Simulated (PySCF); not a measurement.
What binds AlSi: the parts of the energy along the bond

State: ⁴Σ⁻, quartet, unpaired electrons σ ↑, π ↑↑. ROHF-based CCSD(T) in PySCF 2.14 with Al cc-pV(T+d)Z, Si cc-pV(T+d)Z and Al cc-pV(Q+d)Z, Si cc-pV(Q+d)Z (frozen core orbitals: 10; no relativity). Correlation energies are extrapolated as n⁻³ (n = 3, 4), Hartree–Fock as (n+1)·exp(−9√n). CV is the change on freezing 2 orbitals instead, in Al cc-pwCVTZ, Si cc-pwCVTZ. SR is the spin-free X2C energy in Al cc-pVTZ-DK, Si cc-pVTZ-DK less the non-relativistic one in Al cc-pVTZ, Si cc-pVTZ. All energies in eV from Al + Si.

| R (Å) | HF/CBS | CCSD corr. | (T) | CV | SR | total |
| --- | --- | --- | --- | --- | --- | --- |
| 2.1369 | -1.286 | -0.679 | -0.1727 | -0.0323 | 0.0039 | -2.166 |
| 2.2341 | -1.583 | -0.648 | -0.1710 | -0.0202 | 0.0052 | -2.417 |
| 2.3312 | -1.748 | -0.610 | -0.1684 | -0.0113 | 0.0059 | -2.532 |
| 2.4283 | -1.818 | -0.570 | -0.1649 | -0.0048 | 0.0061 | -2.551 |
| 2.5255 | -1.819 | -0.531 | -0.1609 | -0.0002 | 0.0060 | -2.505 |
| 2.6469 | -1.755 | -0.486 | -0.1558 | 0.0036 | 0.0056 | -2.388 |
| 2.7683 | -1.644 | -0.447 | -0.1509 | 0.0058 | 0.0050 | -2.231 |

A fit to the total gives Re = 2.4033 Å, De = 2.553 eV, ωe = 387.0 cm⁻¹, Be = 0.2125 cm⁻¹ (masses 26.9815 and 27.9769 u).

Problem. At R = 2.4283 Å the CCSD correlation energy is -0.151080 hartree in the smaller basis and -0.155983 in the larger. Extrapolate it.

Solution. (4³·E4 − 3³·E3)/(4³ − 3³) = -0.15956 hartree; the larger basis holds 97.8 % of it.

The T1 diagnostic is 0.038, large enough to doubt a single reference. The state was picked by a PBE0 search and need not be the measured ground state. Spin–orbit coupling, excitations beyond (T) and corrections to the Born–Oppenheimer picture are left out.
